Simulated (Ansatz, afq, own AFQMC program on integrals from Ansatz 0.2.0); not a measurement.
AlGeH5, singlet in 6-31G, levels against AFQMC with the constraint released

```xyz
7

Ge    0.0000    0.0009    0.6854
Al    0.0000    0.0010   -1.7933
H     0.0000    1.4090    1.3103
H     1.2327   -0.7388    1.2465
H    -1.2327   -0.7388    1.2465
H     0.0000    1.3582   -2.6174
H     0.0000   -1.3819   -2.5741
```

Basis 6-31G. Only valence electrons are correlated. Ansatz 0.2.0 and our own AFQMC program on the same integrals; the CISD trial comes from CCSD amplitudes, and released means the phaseless constraint is let go. Free AFQMC starts from the CCSD state and is never constrained. Its projection time is finite, and what remains of the start isn't in its error. Error bars are statistical, one sigma. No spin–orbit coupling.

Determinant: RHF, the one that the program's search chose, which needn't be the lowest solution. The geometry is a point of a scan.

No full CI on the walks' own integrals is used here. The released AFQMC energy serves as the reference, which it does only where one determinant dominates, the energy is flat over the last release times and near the phaseless one (40 meV or 2 meV an electron, half that with transition metals). On small molecules, where full CI could be run and the noise was under 10 meV, such values lay within 10 meV of it in 19 cases of 20, a flattering rate, since the rule was set on those same cases; what remains of the bias isn't in the error bar.

Cautions: no relativity below Rb; no spin-orbit coupling; inner d shell frozen; the released value is read at 2.40 1/Eh (meV from the phaseless value at times in 1/Eh: 5 ± 6 at 0.24, 0 ± 4 at 0.51, -2 ± 4 at 0.99, 5 ± 4 at 1.62, 3 ± 5 at 2.40).

The T1 diagnostic is 0.0106 and the weight of the determinant in the CISD state is 0.906. The size of the correlated space is 12 electrons in 33 orbitals.

Reference: AFQMC with the constraint released, correlation energy -3.509 ± 0.005 eV.

| level | E − E(reference) (kcal/mol) | share of correlation (%) |
| --- | --- | --- |
| HF | 80.92 ± 0.12 | 0.00 |
| MP2 | 22.90 ± 0.12 | 71.70 |
| CCSD | 1.67 ± 0.12 | 97.94 |
| CCSD(T) | 0.45 ± 0.12 | 99.45 |
| ph-AFQMC/HF | -0.15 ± 0.56 | 100.18 |
| ph-AFQMC/CISD | -0.06 ± 0.20 | 100.08 |
| free AFQMC | 0.22 ± 0.17 | 99.73 |

Free projections are given only where their last times agree within the noise and don't stop above the reference; a slow remainder of the start can still hide under it. A walk keeps the symmetry of its determinant, which the program's search chose and which needn't be the lowest solution, so a lower state of the same spin and another symmetry isn't excluded. Released energies are given only where the last usable release times agree within the noise; a slower fall can still hide under it.
